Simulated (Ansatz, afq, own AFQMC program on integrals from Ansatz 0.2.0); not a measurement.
Integrals from Ansatz 0.2.0, then the random walk in our own AFQMC program (afq).

```yaml
crystal:
  periodic: [false, false, false]
  atoms:
    - {symbol: Si, position_ang: [-0.000726, -0.107755, 2.104215]}
    - {symbol: Ge, position_ang: [-0.000108, 0.018862, -0.787014]}
    - {symbol: H, position_ang: [0.001961, 1.417963, 2.139233]}
    - {symbol: H, position_ang: [-0.031459, -1.355411, -1.482828]}
    - {symbol: H, position_ang: [1.269880, 0.753475, -1.271533]}
    - {symbol: H, position_ang: [-1.212388, 0.827126, -1.298933]}
basis:
  gaussian: {orbitals: 6-31G}
magnetization: {spin_polarized: true, initial_magnetization: 0}
correlation: {method: ccsd_t, electrons: outside_noble_gas, hamiltonian_folder: ham}
```

```sh
$ ansatz run in.yaml --threads 1 --pin off --events-out ev --progress --plain --max-ram 1382MiB
```

afq runs on the folder ham with

```
--method phaseless --trial cisd --walkers 90 --populations 1 --least-time 40 --time-step 0.005 --steps-per-block 50 --equilibration-blocks 28 --max-blocks 300 --target-error 0.00042 --factor-cut 1e-05 --start spin_pure --seed 7339 --release-times 0.24,0.51,0.99,1.62,2.4 --release-step 0.03 --release-every 4 --taylor-order 6
```

Times are imaginary, in 1/Eh. The walk had a cap of 508 s. Filled inner d shells are frozen with the cores.

afq prints:

```
orbitals 31  electrons 6 6  factors 249 of 518
reference energy -2366.14003559 Eh
CCSD correlation -0.13726538 Eh in 12 cycles, weight of the determinant in the CISD state 0.8768
energy of the start -2366.277301 Eh
 block  time / (1/Eh)  mean weight  energy / Eh
     1     0.250  1.0000  -2366.275299
     2     0.500  1.0005  -2366.275341
     3     0.750  1.0003  -2366.275791
     4     1.000  0.9993  -2366.276385
     5     1.250  1.0003  -2366.276241
     8     2.000  1.0001  -2366.278271
    13     3.250  1.0001  -2366.279212
    25     6.250  1.0001  -2366.280324
    37     9.250  1.0000  -2366.278899
    49    12.250  1.0003  -2366.278830
    61    15.250  0.9999  -2366.280871
    73    18.250  1.0003  -2366.279363
    85    21.250  1.0001  -2366.281834
    93    23.250  0.9983  -2366.276886
    97    24.250  0.9990  -2366.277884
   109    27.250  1.0000  -2366.280718
   121    30.250  1.0005  -2366.280377
   133    33.250  1.0001  -2366.280134
   145    36.250  1.0006  -2366.278711
   149    37.250  1.0001  -2366.282732
   157    39.250  0.9998  -2366.277855
   169    42.250  1.0008  -2366.280136
   181    45.250  1.0004  -2366.281631
   185    46.250  0.9994  -2366.280977
blocks merged  error / Eh  count
     1  0.000125  160
     2  0.000159  80
     4  0.000206  40
     8  0.000214  20
    16  0.000270  10
released: time / (1/Eh)  energy / Eh  error  mean overlap
  0.24  -2366.280188  0.000240  1.0011
  0.51  -2366.280149  0.000186  0.9981
  0.99  -2366.280589  0.000253  0.9958
  1.62  -2366.281049  0.000305  0.9937
  2.40  -2366.280758  0.000285  1.0012
energy -2366.279834 +/- 0.000214 Eh
(rows thinned)
```

The run passed its tests (sampling time, drift between the halves within three errors, error under three times the target), which doesn't prove that it has relaxed.

Against this walk (error 5.8 meV) on the same determinant: CCSD(T) 3.8 meV higher (within the noise). The error is statistical and leaves out the bias of the constraint. None of these is a sure reference here. Released to 2.40 1/Eh the energy lies 25 ± 10 meV (both errors) below the phaseless value, which shows part or all of the bias of the constraint, and CCSD(T) lies 29.0 meV above the released value.

Cautions: constraint bias not in the error; no relativity below Rb; no spin-orbit coupling; inner d shell frozen; an unrestricted solution with more broken spin lies lower (30 meV, ⟨S²⟩ 0.25), while this determinant keeps restricted orbitals.

The walk took 5 min on 1 thread of Intel(R) Xeon(R) Platinum 8375C CPU @ 2.90GHz (Ice Lake) (shared host). The log's last line is the phaseless energy.
